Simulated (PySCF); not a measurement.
Estimate the missing entries of this data sheet.

Species: C3H5F2 (doublet state).
SMILES: `F[C](CC)F`

Conformer (atom-mapped SMILES and torsion angles): `[CH3:1][CH2:2][C:3]([F:4])[F:5]`: C1–C2–C3–F4 -68°.

| property | level | value |
| --- | --- | --- |
| point group of the GFN2-xTB geometry | GFN2-xTB | Cs |
| rotational constants A, B, C of the GFN2-xTB geometry | GFN2-xTB | ? |
| isotropic g value | unrestricted B3LYP/pcH-1, mean-field spin–orbit | ? |
| spin squared ⟨S²⟩ | unrestricted B3LYP/pcH-1 | 0.752 |
| largest isotropic hyperfine couplings (means over sets of like nuclei) | unrestricted B3LYP/pcH-1 | ? |

Electronic properties: PySCF, gas phase, density fitting. Hyperfine couplings depend on the geometry, which wasn't re-optimised at a DFT level. Couplings of like nuclei are plain means over topologically equivalent atoms, as if these changed places fast (by rotation of a methyl-like group, say); in this geometry the members of some sets differ.

(1) What are the rotational constants A, B, C of the GFN2-xTB geometry?

(2) What are the largest isotropic hyperfine couplings (means over sets of like nuclei)?

(3) The isotropic g value?

Answers

(1) 7.473, 3.924, 3.194 GHz.

(2) 13C +357.5, 19F +232.3 (×2), 13C +47.2, 13C +21.5, 1H +14.5 (×2) MHz.

(3) 2.00379.

⟨S²⟩ is 0.002 above the pure-spin value S(S + 1) = 0.75. With B = h/(8π²I), that is 505.379 GHz u Å² over I, the principal moments of inertia are 67.6, 128.8 and 158.2 u Å² (most abundant isotopes); the inertial defect Ic − Ia − Ib is -38.2 u Å² (zero for a rigid planar frame, negative otherwise). The rotational constants make it an asymmetric top with κ = (2B − A − C)/(A − C) = -0.66, nearer the prolate limit (−1). g_iso is shifted by about +1470 ppm from the free-electron value 2.002319. At 9.50 GHz, hν = g·μB·B₀ (B₀ the magnetic field) puts the centre of the isotropic spectrum, to first order, at 338.7 mT.

One conformer stands for the species.
